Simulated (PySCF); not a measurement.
Species: acetaldoxime, C2H5NO.
Numbering: `[CH3:1]/[CH:2]=[N:3]\[OH:4]` (hydrogens: H5, H6, H7 on C1; H8 on C2; H9 on O4)

Torsions of this conformer, `[CH3:1]/[CH:2]=[N:3]\[OH:4]`: H–O4–N3–C2 -179°.

The closed-shell ground state was solved at several levels (PySCF, density fitting, gas phase, non-relativistic). Isolated species at its PBE0-D3(BJ)/def2-TZVP geometry (one conformer only).

```json
{"level": "PBE0/pcSseg-2", "basis functions": "214", "total energy (Eh)": "-208.9813", "HOMO (eV)": "-7.44", "LUMO (eV)": "0.20", "gap (eV)": "7.64", "dipole (D)": "0.80"}
{"level": "CAM-B3LYP/aug-cc-pVTZ", "basis functions": "299", "total energy (Eh)": "-209.1252", "HOMO (eV)": "-8.87", "LUMO (eV)": "0.22", "gap (eV)": "9.09", "dipole (D)": "0.90"}
{"level": "wB97X-D/aug-cc-pVTZ", "basis functions": "299", "total energy (Eh)": "-209.1459", "HOMO (eV)": "-9.33", "LUMO (eV)": "0.85", "gap (eV)": "10.18", "dipole (D)": "0.87"}
```

Task: What might PBE0/aug-cc-pVTZ (299 basis functions) give for the same quantities?

Result: Total energy -208.9772 Eh, HOMO -7.45 eV, LUMO -0.12 eV, gap 7.33 eV, dipole 0.85 D.

Task: Over all these levels, which gives the widest orbital gap and which the narrowest?

Result: wB97X-D/aug-cc-pVTZ (range-separated hybrid) has the widest, 10.18 eV, and PBE0/aug-cc-pVTZ (global hybrid, 25 % exact exchange) the narrowest, 7.33 eV. The two share the basis. From the narrowest to the widest the HOMO moves by -1.88 eV and the LUMO by +0.97 eV.

Task: How far do the dipole and the HOMO energy spread over the levels?

Result: The dipole runs from 0.80 to 0.90 D (mean 0.86 D) and the HOMO from -9.33 to -7.44 eV.

wB97X-D is run here without its empirical dispersion term; that term would change no orbital, density or response property at a fixed geometry.
